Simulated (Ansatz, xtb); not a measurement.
## C3H2S: which of two isomers lies lower

Structure X: `C#CC=S`, a singlet. Structure Y: `S=C1C=C1`, a singlet. Both are isolated molecules in the gas phase, relaxed with B3LYP-D3(BJ)/6-311G**.

X (Å):

```xyz
6

C    -4.3596    1.5214    2.3567
C    -3.6469    0.5623    2.1909
C    -2.8236   -0.5582    1.9630
S    -1.9214   -1.3095    3.1012
H    -4.9818    2.3668    2.5246
H    -2.8137   -0.9238    0.9349
```

Y (Å):

```yaml
atoms:
  - { symbol: C, position_ang: [-3.3388, 0.9905, 1.9325] }
  - { symbol: C, position_ang: [-4.0387, -0.2465, 1.9498] }
  - { symbol: C, position_ang: [-2.9493, -0.1356, 2.7075] }
  - { symbol: S, position_ang: [-3.1375, 2.5227, 1.4188] }
  - { symbol: H, position_ang: [-4.8570, -0.8642, 1.6117] }
  - { symbol: H, position_ang: [-2.2733, -0.6011, 3.4088] }
```

Quicker runs give these differences E(Y) − E(X): GFN2-xTB +8.9 kcal/mol; HF/STO-3G +7.6 kcal/mol (at GFN2-xTB geometries); r2SCAN-D4/def2-SVP −1.2 kcal/mol (at GFN2-xTB geometries).

Estimate E(Y) − E(X) at the level CCSD(T)/def2-TZVPP.

Calculated at CCSD(T)/def2-TZVPP: E(Y) − E(X) = +7.0 kcal/mol, so structure X lies lower.

How the difference moves with the method:

```
                level               geometry  E(Y) − E(X) (kcal/mol)  departure from the last row (kcal/mol)  job, with rough time for the two
             GFN2-xTB               GFN2-xTB                      +8.9                                    +1.9              optimisation, 0.41 s
            HF/STO-3G               GFN2-xTB                      +7.6                                    +0.6              single point, 0.18 s
   r2SCAN-D4/def2-SVP               GFN2-xTB                      −1.2                                    −8.2               single point, 1.9 s
B3LYP-D3(BJ)/6-311G**  B3LYP-D3(BJ)/6-311G**                      +4.8                                    −2.3                optimisation, 13 s
        HF/def2-TZVPP  B3LYP-D3(BJ)/6-311G**                      +0.3                                    −6.8           part of the CCSD(T) run
       MP2/def2-TZVPP  B3LYP-D3(BJ)/6-311G**                      +6.6                                    −0.4           part of the CCSD(T) run
   CCSD(T)/def2-TZVPP  B3LYP-D3(BJ)/6-311G**                      +7.0                                                        single point, 18 s
```

As drawn, Y has 1 C–C, 1 C=C in place of 1 C≡C. Structure X has no ring, Y a 3-membered ring.

r2SCAN-D4/def2-SVP puts the two in the other order. HF/def2-TZVPP finds them nearly level. The largest departure from CCSD(T)/def2-TZVPP is that of r2SCAN-D4/def2-SVP, 8.2 kcal/mol.

With harmonic frequencies from B3LYP-D3(BJ)/6-311G** (ideal gas, rigid rotor, one conformer each, 298.15 K, 1 atm): the zero-point term adds +0.3 kcal/mol; ΔH is +7.0 and ΔG +8.1 kcal/mol.

The correlated steps freeze 8 core orbitals. Programs: Ansatz 0.2.0, xtb 6.7.1; the last row on 2 threads of Arm Neoverse V1 on a shared host.
